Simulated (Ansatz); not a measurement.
## HAl–C–O⁺, quartet: reading a ladder of total energies

Geometry: that of the HAl–C–O, triplet, kept fixed. The doublet lies 4.7 eV lower here.

```xyz
4

Al    0.0000   -0.1061    1.2725
C     0.0000    0.0837   -0.6437
O     0.0000    0.0363   -1.7922
H     0.0000    1.2690    2.0556
```

Basis cc-pVTZ; Ansatz 0.2.0. Correlated methods freeze the noble-gas cores, which leaves 13 electrons in 101 orbitals. R marks a restricted (for open shells ROHF) determinant, U an unrestricted one.

Full CI isn't at hand for all of this; UCCSDT(Q) serves as the reference, and is uncertain by about the last step of the cluster series.

Runs differ by some tens of microhartree through their thresholds and, for an open shell, their frozen cores, so steps under 0.03 kcal/mol mean nothing.

```csv
level,total energy (hartree)
UHF,-354.820746
UMP2,-355.212122
UCCSD,-355.217266
UCCSD(T),-355.238457
UCCSDT,-355.239386
UCCSDT(Q),-355.241272
```

Q: What is the correlation energy at UCCSDT(Q), and what share of it do UMP2 and UCCSD recover?

A: E(corr) = -355.241272 − (-354.820746) = -0.420526 hartree = -11.443 eV. UMP2: -0.391376 / -0.420526 = 93.07 %. UCCSD: -0.396520 / -0.420526 = 94.29 %.

Q: By how many kcal/mol does UCCSD(T) miss UCCSDT(Q) (1 hartree = 627.509 kcal/mol), and which steps make up the rest?

A: -355.238457 − (-355.241272) = 0.002815 hartree = 1.77 kcal/mol. Steps: UCCSDT − UCCSD(T) = -0.58, UCCSDT(Q) − UCCSDT = -1.18 kcal/mol. Differences between like states or geometries often cancel part of this.
